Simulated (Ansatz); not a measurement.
**Si₂H₅O+ (SMILES [SiH2+]O[SiH3]): one structure at several levels**

A test off equilibrium: a structure displaced at random from a GFN2-xTB minimum is computed at several levels, and each is set against CCSD(T).

The runs use Ansatz 0.2.0, Gaussian basis; single points in def2-TZVPP.

Correlated methods freeze the cores. B3LYP uses VWN-RPA correlation.

### 1 The system as given

SMILES `[SiH2+]O[SiH3]`, 8 atoms, charge 1, spin multiplicity 1.

Atoms are counted from 1 here; the program's logs count them from 0.

Bond lengths: Si1–O2 1.684 Å, Si1–H4 1.568 Å, Si1–H5 1.505 Å, O2–Si3 1.873 Å, Si3–H6 1.471 Å, Si3–H7 1.576 Å, Si3–H8 1.557 Å. Angles: O2–Si1–H4 109.9°, O2–Si1–H5 117.9°, H4–Si1–H5 131.8°, Si1–O2–Si3 174.0°, O2–Si3–H6 97.9°, O2–Si3–H7 97.3°, O2–Si3–H8 101.5°, H6–Si3–H7 116.2°, H6–Si3–H8 120.8°, H7–Si3–H8 116.0°.

Geometry (Å):

```xyz
8

Si   -0.9309    1.1746   -1.2630
O    -0.1184    0.1418   -0.2093
Si    0.8226   -0.8493    1.0717
H    -2.3594    0.6070   -1.5703
H    -0.1655    2.3334   -1.8431
H     1.4020   -1.8528    0.1654
H    -0.4223   -1.3143    1.9184
H     1.7159    0.2499    1.7186
```

### 2 CCSD(T)/def2-TZVPP

run/in.yaml

```yaml
crystal:
  periodic: [false, false, false]
  atoms:
    - {symbol: Si, position_ang: [-0.930900, 1.174600, -1.263000]}
    - {symbol: O, position_ang: [-0.118400, 0.141800, -0.209300]}
    - {symbol: Si, position_ang: [0.822600, -0.849300, 1.071700]}
    - {symbol: H, position_ang: [-2.359400, 0.607000, -1.570300]}
    - {symbol: H, position_ang: [-0.165500, 2.333400, -1.843100]}
    - {symbol: H, position_ang: [1.402000, -1.852800, 0.165400]}
    - {symbol: H, position_ang: [-0.422300, -1.314300, 1.918400]}
    - {symbol: H, position_ang: [1.715900, 0.249900, 1.718600]}
basis:
  gaussian: {orbitals: def2-TZVPP}
total_charge: 1
correlation: {method: ccsd_t}
output: {forces: true}
```

No record of the launch command was kept for these runs.

### 3 PBE0-D4/def2-TZVPP

run/in.yaml, as its differences from that of step 2:

```diff
@@ -14,3 +14,3 @@
 total_charge: 1
-correlation: {method: ccsd_t}
-output: {forces: true}
+hamiltonian: {xc: pbe0, dispersion: d4}
+output: {forces: true, orbitals: {seedname: orbitals}}
```

### 4 wB97M-V/def2-TZVPP

run/in.yaml, as its differences from that of step 3:

```diff
@@ -14,3 +14,3 @@
 total_charge: 1
-hamiltonian: {xc: pbe0, dispersion: d4}
-output: {forces: true, orbitals: {seedname: orbitals}}
+hamiltonian: {xc: {name: wB97M-V}}
+output: {forces: true}
```

### 5 r2SCAN-D4/def2-TZVPP

run/in.yaml, as its differences from that of step 4:

```diff
@@ -14,3 +14,3 @@
 total_charge: 1
-hamiltonian: {xc: {name: wB97M-V}}
+hamiltonian: {xc: r2scan, dispersion: d4}
 output: {forces: true}
```

### 6 PBE-D4/def2-TZVPP

run/in.yaml, as its differences from that of step 5:

```diff
@@ -14,3 +14,3 @@
 total_charge: 1
-hamiltonian: {xc: r2scan, dispersion: d4}
+hamiltonian: {xc: pbe, dispersion: d4}
 output: {forces: true}
```

### 7 B3LYP-D4/def2-TZVPP

run/in.yaml, as its differences from that of step 6:

```diff
@@ -14,3 +14,3 @@
 total_charge: 1
-hamiltonian: {xc: pbe, dispersion: d4}
+hamiltonian: {xc: {name: B3LYP}, dispersion: d4}
 output: {forces: true}
```

### 8 BLYP-D4/def2-TZVPP

run/in.yaml, as its differences from that of step 7:

```diff
@@ -14,3 +14,3 @@
 total_charge: 1
-hamiltonian: {xc: {name: B3LYP}, dispersion: d4}
+hamiltonian: {xc: {name: BLYP}, dispersion: d4}
 output: {forces: true}
```

(Steps that only read results are left out.)

**Question.** What will these runs give? Wanted: energy less free atoms, CCSD(T)/def2-TZVPP; RMS force component; RMS force error; HOMO and LUMO, PBE0-D4; T1 diagnostic.

**Answer**, as computed:

| quantity | value |
| --- | --- |
| energy less free atoms, CCSD(T)/def2-TZVPP | -1679.4 kJ/mol |
| RMS force component | 1.237 to 1.453 eV/Å over the methods |
| RMS force error | PBE0-D4 0.078, wB97M-V 0.051, r2SCAN-D4 0.061, PBE-D4 0.211, B3LYP-D4 0.033, BLYP-D4 0.205 eV/Å |
| HOMO and LUMO, PBE0-D4 | -13.63 and -8.32 eV |
| T1 diagnostic | 0.019 |

**Reading.** Against CCSD(T) the functionals' energies less atoms differ by -68.5 to +1.9 kJ/mol, PBE-D4 by -44.8 kJ/mol. The reference is not at the basis limit: in triple zeta CCSD(T) underbinds, which counts against methods that bind more; the gaps are no ranking. For forces B3LYP-D4 does best and PBE-D4 worst. Frozen-core CCSD(T) forces in triple zeta carry basis errors of their own, and this is one geometry, so small gaps rank nothing.
